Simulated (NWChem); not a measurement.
# singlet CH4N+: levels of theory compared

We compute a comparison of 6 runs (B2PLYP/def2-TZVP, B3LYP/def2-TZVP, BHLYP/def2-TZVP, M06-2X/def2-TZVP, wB97X/def2-TZVP, MP3/def2-TZVP) of singlet CH4N+. 

The results are computed with NWChem 7.3.0.

1 further run of the same task is left out (set aside as unsound or not needed).

## (1) The molecule

CH4N+ has 6 atoms, charge +1, and is taken as a singlet. SMILES of the parent species: `[CH2]N`. Geometry: relaxed at PBE0-D4/def2-TZVP. This is one conformer, not always the lowest. That shape belongs to the parent species and isn't relaxed for this state.

Bond lengths: C1–N2 1.386 Å, C1–H3 1.082 Å, C1–H4 1.082 Å, N2–H5 1.008 Å, N2–H6 1.008 Å. Angles: C1–N2–H5 115.5°, C1–N2–H6 115.5°, N2–C1–H3 116.9°, N2–C1–H4 116.8°, H5–N2–H6 111.4°, H3–C1–H4 118.6°.

## (2) A single-point energy at B2PLYP/def2-TZVP (run 1)

File job.nw:

```
start job
memory total 2200 mb
charge 1
geometry units angstrom noautosym nocenter noautoz
   C       -0.319900      -0.571400      -0.195400
   N        0.368400       0.544400       0.254100
   H       -1.285500      -0.763000       0.252600
   H        0.275200      -1.412900      -0.523600
   H        1.200400       0.778600      -0.264400
   H       -0.196500       1.360300       0.430400
end
basis spherical bse
   * library def2-TZVP
end
dft
   xc hfexch 0.53 becke88 0.47 lyp 0.73 mp2 0.27
   dftmp2 semidirect
   grid xfine
   convergence energy 1e-08
   maxiter 100
   mulliken
   print medium
end
mp2
   freeze core 2
end
task dft energy
```

Launch:

```console
nwchem job.nw > job.out
```

The program printed:

```text
[...]
          Wavefunction type:  closed shell.
          No. of atoms     :     6
          No. of electrons :    16
[...]
          Charge           :     1
          Spin multiplicity:     1
[...]
          AO basis - number of functions:    86
[...]
              XC Information
              --------------
                     Hartree-Fock (Exact) Exchange  0.530
                    Becke 1988 Exchange Functional  0.470
              Lee-Yang-Parr Correlation Functional  0.730
[...]
 d= 0,ls=0.0,diis     1    -94.6610138715 -1.32D+02  8.19D-03  1.29D+00     2.7
[...]
 d= 0,ls=0.0,diis     8    -94.7790330046 -8.53D-09  8.45D-07  2.19D-08    18.1
         Total DFT energy =      -94.779033004601
      One electron energy =     -195.955545228389
           Coulomb energy =       77.156284569518
    Exchange-Corr. energy =      -13.273892798196
 Nuclear repulsion energy =       37.294120452466
[...]
      Total Density - Mulliken Population Analysis
     ---------------------------------------------
    Atom       Charge   Shell Charges
 -----------   ------   -------------------------------------------------------
    1 C    6     5.88   0.86  1.12  0.56  0.68  0.10  1.17  1.09  0.23  0.02  0.05  0.01
    2 N    7     7.26   0.82  1.16  0.55  0.82  0.15  1.52  1.63  0.56  0.01  0.03  0.00
    3 H    1     0.76   0.26  0.44  0.03  0.02
    4 H    1     0.76   0.26  0.44  0.03  0.02
    5 H    1     0.68   0.26  0.36  0.02  0.04
    6 H    1     0.68   0.26  0.36  0.02  0.04
[...]
  Basis functions       =     86
[...]
```

It took 20 s on 1 thread of Intel Xeon Platinum 8559C (Emerald Rapids), shared host; peak memory 0.18 GiB.

## (3) The energy at B3LYP/def2-TZVP (run 2)

File struct.nw:

```
START struct
TITLE "CH4N energy"
memory stack 880 mb heap 220 mb global 1100 mb
charge 1
GEOMETRY units angstrom noautosym nocenter noautoz
   C     -0.319900    -0.571400    -0.195400
   N      0.368400     0.544400     0.254100
   H     -1.285500    -0.763000     0.252600
   H      0.275200    -1.412900    -0.523600
   H      1.200400     0.778600    -0.264400
   H     -0.196500     1.360300     0.430400
END
BASIS "ao basis" spherical bse
   * library def2-TZVP
END
DFT
   xc b3lyp
   grid xfine
   convergence energy 1e-08
   maxiter 100
   mulliken
END
TASK dft energy
```

Launch:

```console
nwchem struct.nw > struct.out
```

The program printed:

```text
[...]
          Wavefunction type:  closed shell.
          No. of atoms     :     6
          No. of electrons :    16
[...]
          Charge           :     1
          Spin multiplicity:     1
[...]
          AO basis - number of functions:    86
[...]
              XC Information
              --------------
                         B3LYP Method XC Potential
                     Hartree-Fock (Exact) Exchange  0.200
                        Slater Exchange Functional  0.800 local
                    Becke 1988 Exchange Functional  0.720 non-local
              Lee-Yang-Parr Correlation Functional  0.810
                  VWN I RPA Correlation Functional  0.190 local
[...]
 d= 0,ls=0.0,diis     1    -94.8657427849 -1.32D+02  1.09D-02  1.33D+00     2.7
[...]
 d= 0,ls=0.0,diis     8    -94.9844646264  2.63D-09  1.01D-06  4.76D-08    17.9
         Total DFT energy =      -94.984464626445
      One electron energy =     -196.040863368030
           Coulomb energy =       77.241563379680
    Exchange-Corr. energy =      -13.479285090561
 Nuclear repulsion energy =       37.294120452466
[...]
      Total Density - Mulliken Population Analysis
     ---------------------------------------------
    Atom       Charge   Shell Charges
 -----------   ------   -------------------------------------------------------
    1 C    6     5.91   0.86  1.12  0.57  0.68  0.11  1.21  1.05  0.25  0.02  0.04  0.01
    2 N    7     7.20   0.82  1.15  0.57  0.80  0.16  1.56  1.56  0.54  0.01  0.03  0.00
    3 H    1     0.76   0.27  0.44  0.03  0.02
    4 H    1     0.76   0.27  0.44  0.03  0.02
    5 H    1     0.68   0.26  0.36  0.02  0.04
    6 H    1     0.68   0.26  0.36  0.02  0.04
[...]
```

Wall time 19 s (1 thread of Intel Xeon Platinum 8559C (Emerald Rapids), shared host); peak memory 0.13 GiB.

Run 3 isn't shown in full; the table further down has it.

## (4) A single-point energy at M06-2X/def2-TZVP (run 4)

File run.py:

```python
from ase import Atoms
from ase.calculators.nwchem import NWChem

molecule = Atoms(['C', 'N', 'H', 'H', 'H', 'H'], positions=[
    [-0.319900, -0.571400, -0.195400],
    [0.368400, 0.544400, 0.254100],
    [-1.285500, -0.763000, 0.252600],
    [0.275200, -1.412900, -0.523600],
    [1.200400, 0.778600, -0.264400],
    [-0.196500, 1.360300, 0.430400],
])

calc = NWChem(
    label='ch4n',
    theory='dft',
    memory='2200 mb',
    basis='def2-TZVP',
    basispar='spherical bse',
    charge=1,
    dft={'xc': 'm06-2x', 'mult': '1', 'grid': 'xfine', 'convergence': 'energy 1e-08', 'iterations': '100', 'mulliken': None},
    task='energy',
)
molecule.calc = calc

e = molecule.get_potential_energy()
print(f"E = {e:.6f} eV")
print("dipole (e A):", molecule.get_dipole_moment().round(4))
```

Launch:

```console
export ASE_NWCHEM_COMMAND="nwchem PREFIX.nwi > PREFIX.nwo"
python run.py
```

The program printed:

```text
E = -2583.118898 eV
dipole (e A): [-0.0207  0.0515 -0.1155]
```

The calculator wrote ch4n.nwi:

```
title "ch4n"

permanent_dir ch4n

scratch_dir ch4n

start ch4n

geometry units angstrom nocenter noautosym noautoz
  C  -3.1990000000000002e-01 -5.7140000000000002e-01 -1.9539999999999999e-01
  N  3.6840000000000001e-01 5.4440000000000000e-01 2.5409999999999999e-01
  H  -1.2855000000000001e+00 -7.6300000000000001e-01 2.5259999999999999e-01
  H  2.7520000000000000e-01 -1.4129000000000000e+00 -5.2359999999999995e-01
  H  1.2003999999999999e+00 7.7859999999999996e-01 -2.6440000000000002e-01
  H  -1.9650000000000001e-01 1.3603000000000001e+00 4.3040000000000000e-01
end

charge 1

memory 2200 mb

basis spherical bse noprint
   * library def2-TZVP
end

dft
  xc m06-2x
  mult 1
  grid xfine
  convergence energy 1e-08
  iterations 100
  mulliken
end

task dft energy
```

ch4n.nwo:

```text
Northwest Computational Chemistry Package (NWChem) 7.3.0
             --------------------------------------------------------

           Job information
           ---------------

    nwchem branch   = 7.3.0
    use scalapack   = T
    input           = ch4n.nwi
    prefix          = ch4n.
    data base       = ch4n/ch4n.db
    status          = startup
    nproc           =        1

           Memory information
           ------------------

[... 5 lines left out ...]
    hardfail = no
[... 118 lines left out ...]
          Convergence on energy requested:  1.00D-08
[... 24 lines left out ...]
          Convergence Information
[... 32 lines left out ...]
 1-e energy   =    -187.535911
[... 41 lines left out ...]
      One electron energy =     -195.966407002236
[... 8 lines left out ...]
                       DFT Final Molecular Orbital Analysis
[... 643 lines left out ...]
     Multipole analysis of the density
     ---------------------------------

     L   x y z        total         alpha         beta         nuclear
     -   - - -        -----         -----         ----         -------
     0   0 0 0      1.000000     -8.000000     -8.000000     17.000000

     1   1 0 0     -0.039138     -0.636565     -0.636565      1.233991
[... 8 lines of this table left out ...]
     2   0 0 2     -8.449356     -6.499749     -6.499749      4.550143

 Task  times  cpu:       23.6s     wall:       23.6s
 Total times  cpu:       23.6s     wall:       23.6s
```

Wall time 25 s (1 thread of Intel Xeon Platinum 8559C (Emerald Rapids), shared host); peak memory 0.12 GiB.

Run 5 isn't shown in full; the table further down has it.

## (5) A single-point energy at MP3/def2-TZVP (run 6)

File nw.nw:

```
start nw
title "CH4N mp3"
memory stack 330 mb heap 110 mb global 1760 mb
charge 1

geometry noautosym nocenter noautoz
   C       -0.319900      -0.571400      -0.195400
   N        0.368400       0.544400       0.254100
   H       -1.285500      -0.763000       0.252600
   H        0.275200      -1.412900      -0.523600
   H        1.200400       0.778600      -0.264400
   H       -0.196500       1.360300       0.430400
end

basis spherical bse
   * library def2-TZVP
end

scf
   thresh 1e-08
   maxiter 80
   print medium
end

tce
   scf
   mbpt3
   freeze core 2
   maxiter 60
end

task tce energy
```

Launch:

```console
nwchem nw.nw > nw.out
```

The program printed:

```text
[...]
  functions       =    86
[...]
  wavefunction    = RHF
[...]
         Total SCF energy =    -94.387865968135
      One-electron energy =   -195.804242740261
      Two-electron energy =     64.122256319660
 Nuclear repulsion energy =     37.294120452466
        Time for solution =      8.0s
[...]
         Wavefunction type : Restricted Hartree-Fock
          No. of electrons :    16
[...]
         Spin multiplicity : singlet
[...]
```

Wall time 32 s (1 thread of Intel Xeon Platinum 8559C (Emerald Rapids), shared host); peak memory 1.5 GiB.

## (6) Overview of the runs

```csv
run,level,frozen core orbitals,integration grid,energy (Eh),HOMO energy (eV),LUMO energy (eV),HOMO–LUMO gap (eV),wall time
1,B2PLYP/def2-TZVP,2,xfine,-94.896599,-18.81,-8.12,10.69,20 s
2,B3LYP/def2-TZVP,–,xfine,-94.984465,-17.50,-10.07,7.44,19 s
3,BHLYP/def2-TZVP,–,xfine,-94.919896,-18.89,-8.49,10.39,19 s
4,M06-2X/def2-TZVP,–,xfine,-94.927869,-19.11,-8.64,10.47,25 s
5,wB97X/def2-TZVP,–,xfine,-94.951466,-20.22,-7.31,12.91,51 s
6,MP3/def2-TZVP,2,–,-94.757931,-20.69,-5.36,15.33,32 s
```

## (7) Summary of results

```
                                          quantity         value
                               run 6: total energy  -94.75793 Eh
        run 6: HOMO energy (Hartree–Fock orbitals)     -20.69 eV
        run 6: LUMO energy (Hartree–Fock orbitals)      -5.36 eV
      run 6: HOMO–LUMO gap (Hartree–Fock orbitals)      15.33 eV
run 6: correlation energy (2 core orbitals frozen)    -370.1 mEh
```

Over runs 1, 2, 3, 4, 5 the HOMO–LUMO gap runs from 7.44 eV (B3LYP/def2-TZVP) to 12.91 eV (wB97X/def2-TZVP). Totals of different functionals can't be ranked against each other. All runs together took 2.8 min, the longest 51 s.
